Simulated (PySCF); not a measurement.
## Oxygen: a sound run and one with changed settings

Sound run: O [He] 2s2 2p4, O⁺ [He] 2s2 2p3. All numbers are calculated (PySCF 2.14, the non-relativistic Hamiltonian (point nucleus), in 6-31G*). In the sound run the correlated levels freeze 1s2. The sound run starts from symmetry-adapted Hartree-Fock orbitals and uses a fine grid where one is needed.

A second run was set up differently.

```csv
species,method,sound run (hartree),changed run (hartree),converged
O,MP2,-74.87816,-74.87950,yes
O,CCSD(T),-74.89475,-74.89596,yes
O⁺,MP2,-74.40172,-74.40290,yes
O⁺,CCSD(T),-74.41769,-74.41877,yes
```

Ionisation energy of O:

```
 method  sound run (eV)  changed run (eV)
    UHF          12.030            12.030
    MP2          12.965            12.969
SCS-MP2          12.965            12.967
   CCSD          12.973            12.977
CCSD(T)          12.981            12.985
```

Problem. What was changed?
A. all electrons correlated in a valence basis
B. a valence shell is frozen
C. basis contracted for another Hamiltonian
D. too few SCF iterations

Solution. A. A valence basis has no tight correlating functions, so it recovers only part of the core correlation, and not evenly between atom and ion.
